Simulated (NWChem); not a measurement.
# One shape, several levels: C2H2ClS− (SMILES C=C([S-])Cl)

Wanted: a comparison of 3 runs (HF/STO-3G, HF/3-21G, B3LYP/6-31G*) of C2H2ClS−. 

Program for the calculation: NWChem 7.3.0.

**1. Starting point**

The species is C2H2ClS− (6 atoms), meant as a singlet with charge -1. SMILES: `C=C([S-])Cl`. The shape is that of a GFN2-xTB optimisation.

Bond lengths: C1–C2 1.335 Å, C2–S3 1.669 Å, C2–Cl4 1.826 Å, C1–H5 1.077 Å, C1–H6 1.077 Å. Angles: C1–C2–S3 130.0°, C1–C2–Cl4 113.2°, S3–C2–Cl4 116.8°, C2–C1–H5 122.8°, C2–C1–H6 119.2°, H5–C1–H6 118.0°.

**2. Energy and forces at HF/STO-3G (run 1)**

Input file c2h2cls.nw:

```
start c2h2cls
title "C2H2ClS"
memory 2200 mb
charge -1

geometry units angstroms noautosym nocenter noautoz
 C        0.515470       0.339700       0.483010
 C       -0.399320      -0.143860      -0.361180
 S       -1.551120       0.653900      -1.267540
 Cl      -0.344150      -1.962160      -0.515460
 H        1.209740      -0.290050       1.013760
 H        0.569380       1.402470       0.647410
end

basis spherical bse
 C library STO-3G
 S library STO-3G
 Cl library STO-3G
 H library STO-3G
end

scf
 thresh 1e-08
 maxiter 80
 noprint "final vectors analysis"
end

task scf gradient
```

Launch:

```sh
$ nwchem c2h2cls.nw > c2h2cls.out
```

What it wrote:

```text
[...]
  functions       =    30
[...]
  wavefunction    = RHF
[...]
         Total SCF energy =   -923.553484138365
      One-electron energy =  -1655.636728303974
      Two-electron energy =    550.409485120028
 Nuclear repulsion energy =    181.673759045580
        Time for solution =      2.0s
[...]
                         RHF ENERGY GRADIENTS
    atom               coordinates                        gradient
                 x          y          z           x          y          z
   1 C       0.974097   0.641940   0.912757   -0.007397   0.009774  -0.005325
   2 C      -0.754605  -0.271856  -0.682531    0.014023  -0.047112   0.006863
   3 S      -2.931192   1.235692  -2.395303    0.001691  -0.000331   0.001448
   4 Cl     -0.650349  -3.707945  -0.974078   -0.006165   0.039947  -0.000896
   5 H       2.286077  -0.548115   1.915729   -0.000546  -0.004285  -0.000912
   6 H       1.075972   2.650284   1.223428   -0.001608   0.002007  -0.001179
[...]
```

Wall time 3.3 s (1 thread of Intel Xeon Platinum 8259CL at 2.50GHz (Skylake/Cascade Lake), shared host); peak memory 0.099 GiB.

**3. Energy and forces at HF/3-21G (run 2)**

Input file c2h2cls.xyz:

```xyz
6
C2H2ClS hf
C      0.515470     0.339700     0.483010
C     -0.399320    -0.143860    -0.361180
S     -1.551120     0.653900    -1.267540
Cl    -0.344150    -1.962160    -0.515460
H      1.209740    -0.290050     1.013760
H      0.569380     1.402470     0.647410
```

Input file c2h2cls.nw:

```
start c2h2cls
title "C2H2ClS hf"
memory stack 880 mb heap 220 mb global 1100 mb
charge -1
geometry units angstroms noautosym nocenter noautoz
   load c2h2cls.xyz
end
basis spherical bse
   C library 3-21G
   S library 3-21G
   Cl library 3-21G
   H library 3-21G
end
scf
   thresh 1e-08
   maxiter 80
end
task scf gradient
```

Launch:

```sh
$ nwchem c2h2cls.nw > c2h2cls.out
```

What it wrote:

```text
[...]
  functions       =    48
[...]
  wavefunction    = RHF
[...]
         Total SCF energy =   -929.333658558645
      One-electron energy =  -1655.193902464861
      Two-electron energy =    544.186484860636
 Nuclear repulsion energy =    181.673759045580
        Time for solution =      2.4s
[...]
                         RHF ENERGY GRADIENTS
    atom               coordinates                        gradient
                 x          y          z           x          y          z
   1 C       0.974097   0.641940   0.912757    0.002953   0.006779   0.003280
   2 C      -0.754605  -0.271856  -0.682531   -0.047015  -0.018609  -0.042704
   3 S      -2.931192   1.235692  -2.395303    0.043450  -0.028845   0.034354
   4 Cl     -0.650349  -3.707945  -0.974078   -0.002948   0.038737   0.001749
   5 H       2.286077  -0.548115   1.915729    0.002848  -0.002035   0.002274
   6 H       1.075972   2.650284   1.223428    0.000712   0.003973   0.001047
[...]
```

It took 3.9 s on 1 thread of Intel Xeon Platinum 8259CL at 2.50GHz (Skylake/Cascade Lake), shared host; peak memory 0.097 GiB.

**4. Energy and gradient at B3LYP/6-31G(d) (Cartesian functions) (run 3)**

Input file c2h2cls.nw:

```
start c2h2cls
title "C2H2ClS B3LYP"
memory stack 880 mb heap 220 mb global 1100 mb
charge -1

geometry units angstrom noautosym nocenter noautoz
  C        0.515470       0.339700       0.483010
  C       -0.399320      -0.143860      -0.361180
  S       -1.551120       0.653900      -1.267540
  Cl      -0.344150      -1.962160      -0.515460
  H        1.209740      -0.290050       1.013760
  H        0.569380       1.402470       0.647410
end

basis cartesian
  * library 6-31G*
end

dft
  xc b3lyp
  grid xfine
  convergence energy 1e-08
  maxiter 100
  mulliken
end

task dft gradient
```

Launch:

```sh
$ nwchem c2h2cls.nw > c2h2cls.out
```

What it wrote:

```text
[...]
          Wavefunction type:  closed shell.
          No. of atoms     :     6
          No. of electrons :    48
[...]
          Charge           :    -1
          Spin multiplicity:     1
[...]
          AO basis - number of functions:    72
[...]
              XC Information
              --------------
                         B3LYP Method XC Potential
                     Hartree-Fock (Exact) Exchange  0.200
                        Slater Exchange Functional  0.800 local
                    Becke 1988 Exchange Functional  0.720 non-local
              Lee-Yang-Parr Correlation Functional  0.810
                  VWN I RPA Correlation Functional  0.190 local
[...]
 d= 0,ls=0.0,diis     1   -935.6218671465 -1.12D+03  3.47D-02  1.49D+00     3.2
[...]
 d= 0,ls=0.0,diis    10   -935.8251275340 -9.69D-09  1.16D-06  4.60D-09    27.5
         Total DFT energy =     -935.825127534003
      One electron energy =    -1661.099271714293
           Coulomb energy =      609.392449882625
    Exchange-Corr. energy =      -65.792064747916
 Nuclear repulsion energy =      181.673759045580
[...]
      Total Density - Mulliken Population Analysis
     ---------------------------------------------
    Atom       Charge   Shell Charges
 -----------   ------   -------------------------------------------------------
    1 C    6     6.38   1.99  0.69  2.10  0.53  1.06  0.01
    2 C    6     6.06   1.99  0.73  1.93  0.57  0.82  0.03
    3 S   16    16.52   2.00  1.99  5.97  1.37  3.01  0.59  1.59 -0.01
    4 Cl  17    17.22   2.00  1.99  5.97  1.45  3.60  0.54  1.68 -0.02
    5 H    1     0.92   0.53  0.38
    6 H    1     0.90   0.53  0.37
[...]
  wavefunction    = closed shell
                         DFT ENERGY GRADIENTS
    atom               coordinates                        gradient
                 x          y          z           x          y          z
   1 C       0.974097   0.641940   0.912757   -0.012340  -0.000584  -0.010734
   2 C      -0.754605  -0.271856  -0.682531   -0.000782  -0.005058  -0.001256
   3 S      -2.931192   1.235692  -2.395303    0.020226  -0.012648   0.016087
   4 Cl     -0.650349  -3.707945  -0.974078   -0.002509   0.020809   0.000139
   5 H       2.286077  -0.548115   1.915729   -0.004456   0.003788  -0.003409
   6 H       1.075972   2.650284   1.223428   -0.000139  -0.006307  -0.000828
[...]
```

Wall time 36 s (1 thread of Intel Xeon Platinum 8259CL at 2.50GHz (Skylake/Cascade Lake), shared host); peak memory 0.13 GiB.

**5. The series**

```
run                               level  Cartesian functions  iteration cap  energy (Eh)  largest force (eV/Å)  wall time
  1                           HF/STO-3G                   no             80  -923.553484                 2.552      3.3 s
  2                            HF/3-21G                   no             80  -929.333659                 3.403      3.9 s
  3  B3LYP/6-31G* (Cartesian functions)                  yes            100  -935.825128                 1.480       36 s
```

**6. Outcome**

```
                                                    quantity          value
                                         run 3: total energy  -935.82513 Eh
                                          run 3: HOMO energy        0.10 eV
                                          run 3: LUMO energy        5.55 eV
run 3: HOMO–LUMO gap (to an unbound level, set by the basis)        5.44 eV
                             run 3: largest force on an atom     1.480 eV/Å
```

In words: In run 3 the HOMO lies above zero, so the outermost electron may be held by the basis alone. In run 1 the basis is minimal, so the values are rough. All runs together took 44 s, the longest 36 s.
